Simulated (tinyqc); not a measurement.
Worked calculation: RHF in the sto-3g basis, for H2O, spin multiplicity 1. One step of it, computed by the program tinyqc.

Problem. Iteration 19 (converged): orbitals. Diagonalise F' = X^T F X, C = X C', fill 5 alpha and 5 beta electrons from the bottom; D = 2 C_occ C_occ^T. Each column has its largest component positive (the first on a tie).

converged F (hartree):
```
             1O 1s      1O 2s     1O 2px     1O 2py     1O 2pz      2H 1s      3H 1s
1O 1s   -20.252333  -5.162816  -0.000001   0.000000  -0.024432  -0.775492  -0.775492
1O 2s    -5.162816  -2.398821   0.000000   0.000000  -0.058969  -0.745633  -0.745633
1O 2px   -0.000001   0.000000  -0.383210   0.000000   0.000004  -0.000002  -0.000002
1O 2py    0.000000   0.000000   0.000000  -0.213940   0.000000  -0.356582   0.356582
1O 2pz   -0.024432  -0.058969   0.000004   0.000000  -0.256013  -0.295716  -0.295716
2H 1s    -0.775492  -0.745633  -0.000002  -0.356582  -0.295716  -0.379270  -0.202217
3H 1s    -0.775492  -0.745633  -0.000002   0.356582  -0.295716  -0.202217  -0.379270
```

X:
```
                1          2          3         4          5          6         7
1O 1s   -0.363324   0.000000   0.724002  0.000000  -0.610436   0.000000  0.194343
1O 2s    1.017040   0.000000  -0.274850  0.000000  -0.290888   0.000000  0.462742
1O 2px   0.000000   0.000000   0.000000  1.000000   0.000000   0.000000  0.000000
1O 2py   0.000000   0.863336   0.000000  0.000000   0.000000   0.674198  0.000000
1O 2pz   0.439895   0.000000   0.667967  0.000000   0.636037   0.000000  0.203668
2H 1s   -0.638080  -0.741017  -0.194917  0.000000   0.161211   0.392744  0.383659
3H 1s   -0.638080   0.741017  -0.194917  0.000000   0.161211  -0.392744  0.383659
```

Give: F' = X^T F X; orbital energies; coefficients C; D after iteration 19.

Solution.

F' = X^T F X (hartree):
```
         1       2        3        4        5        6        7
1  -0.3588  0.0000   2.3696   0.0000  -1.9293   0.0000   0.6299
2   0.0000  0.5586   0.0000   0.0000   0.0000   0.0930   0.0000
3   2.3696  0.0000  -8.4707   0.0000   8.5538   0.0000  -4.1764
4   0.0000  0.0000   0.0000  -0.3832   0.0000   0.0000   0.0000
5  -1.9293  0.0000   8.5538   0.0000  -9.3523   0.0000   4.5629
6   0.0000  0.0930   0.0000   0.0000   0.0000  -0.5295   0.0000
7   0.6299  0.0000  -4.1764   0.0000   4.5629   0.0000  -3.2552
```

orbital energies (hartree): MO1 -20.2605, MO2 -1.1921, MO3 -0.5374, MO4 -0.4174, MO5 -0.3832, MO6 0.4330, MO7 0.5665

coefficients C:
```
            MO1      MO2      MO3      MO4     MO5      MO6      MO7
1O 1s    0.9945  -0.2412   0.0000   0.0879  0.0000  -0.1080   0.0000
1O 2s    0.0236   0.8996   0.0000  -0.4489  0.0000   0.6304   0.0000
1O 2px   0.0000   0.0000   0.0000   0.0000  1.0000   0.0000   0.0000
1O 2py   0.0000   0.0000   0.5988   0.0000  0.0000   0.0000   0.9173
1O 2pz   0.0028   0.0724   0.0000   0.7582  0.0000   0.7110   0.0000
2H 1s   -0.0043   0.1397   0.4540   0.3365  0.0000  -0.6968  -0.7052
3H 1s   -0.0043   0.1397  -0.4540   0.3365  0.0000  -0.6968   0.7052
```

D after iteration 19:
```
          1O 1s    1O 2s  1O 2px   1O 2py   1O 2pz    2H 1s    3H 1s
1O 1s    2.1098  -0.4658  0.0000   0.0000   0.1038  -0.0168  -0.0168
1O 2s   -0.4658   2.0226  0.0000   0.0000  -0.5504  -0.0510  -0.0510
1O 2px   0.0000   0.0000  2.0000   0.0000   0.0000   0.0000   0.0000
1O 2py   0.0000   0.0000  0.0000   0.7171   0.0000   0.5437  -0.5437
1O 2pz   0.1038  -0.5504  0.0000   0.0000   1.1603   0.5305   0.5305
2H 1s   -0.0168  -0.0510  0.0000   0.5437   0.5305   0.6778  -0.1467
3H 1s   -0.0168  -0.0510  0.0000  -0.5437   0.5305  -0.1467   0.6778
```
